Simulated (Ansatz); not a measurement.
## How far each method lies from full CI for [NH₂···H···H], doublet

Geometry: a point of a hydrogen-transfer path between rigid fragments, not a stationary point.

```xyz
5

N    -0.1579   -0.0316   -0.0492
H    -0.4552    0.9362   -0.0492
H    -0.4552   -0.4339    0.8311
H     0.9991   -0.0316   -0.0492
H     2.1061   -0.0316   -0.0492
```

Basis 6-31G; Ansatz 0.2.0. Correlated methods freeze the noble-gas cores, which leaves 9 electrons in 16 orbitals. Prefix R: restricted or restricted open-shell reference; prefix U: unrestricted. Active spaces: pair = (3e, 3o) about the gap; valence = (9e, 8o) chosen from the atoms' valence shells.

Full CI is exact within this basis and frozen core; it isn't the basis-set limit. The frozen core follows each run's orbitals, which can shift R against U totals by a few meV.

For open shells CISD and CISDTQ are restricted-active-space CI with the open shells as a complete middle space.

```
UHF ⟨S²⟩                          : 0.776
T1 diagnostic (RCCSD)             : 0.0303
largest doubles amplitude (RCCSD) : 0.043
T1 diagnostic (UCCSD)             : 0.0155
```

| level | E − E(full CI) (mEh) | share of correlation (%) | wall time |
| --- | --- | --- | --- |
| RHF | 144.90 | 0.00 | – |
| UHF | 138.96 | 4.10 | – |
| RMP2 | 18.40 | 87.30 | – |
| UMP2 | 18.65 | 87.13 | – |
| CISD | 9.59 | 93.38 | 0.39 s |
| RCCSD | 2.60 | 98.20 | – |
| UCCSD | 2.47 | 98.29 | – |
| RCCSD(T) | 0.61 | 99.58 | 0.45 s |
| UCCSD(T) | 0.58 | 99.60 | 0.42 s |
| BCCD(T) | 0.59 | 99.59 | 0.6 s |
| RCCSDT | 0.35 | 99.76 | – |
| UCCSDT | 0.34 | 99.77 | – |
| CISDTQ | 0.31 | 99.79 | 2.9 s |
| RCCSDT(Q) | 0.00 | 100.00 | 3.4 s |
| UCCSDT(Q) | 0.00 | 100.00 | 2.9 s |
| RCCSDTQ | 0.02 | 99.98 | 31 s |
| UCCSDTQ | 0.02 | 99.99 | 30 s |
| CASSCF (pair space) | 118.68 | 18.10 | – |
| NEVPT2 (pair space) | 13.28 | 90.84 | 0.24 s |
| MRCISD (pair space) | 6.79 | 95.31 | – |
| MRCISD+Q (pair space) | 1.70 | 98.83 | 0.42 s |
| CASSCF (valence space) | 60.25 | 58.42 | – |
| NEVPT2 (valence space) | 11.29 | 92.21 | 1.9 s |
| MRCISD (valence space) | 1.65 | 98.86 | – |
| MRCISD+Q (valence space) | 0.26 | 99.82 | 2.9 s |

The correlation energy at full CI, counted from RHF, is -3.943 eV. That run took 27 s on 1 thread of AMD EPYC 7R43, shared host over 3,977,040 determinants.

Times hold each run's SCF and search for its determinant on a shared host, so for small cases they say little of a method's own cost; they ran on 1 thread of AMD EPYC 7R43.

The full-CI state has the irrep A' of Cs, in the program's axes.

Natural occupations of full CI about the gap: 1.983 1.971 1.968 1.958 1.001 0.035 0.027 0.025 0.016 0.005; effectively unpaired electrons, Σ n²(2−n)², 1.03.
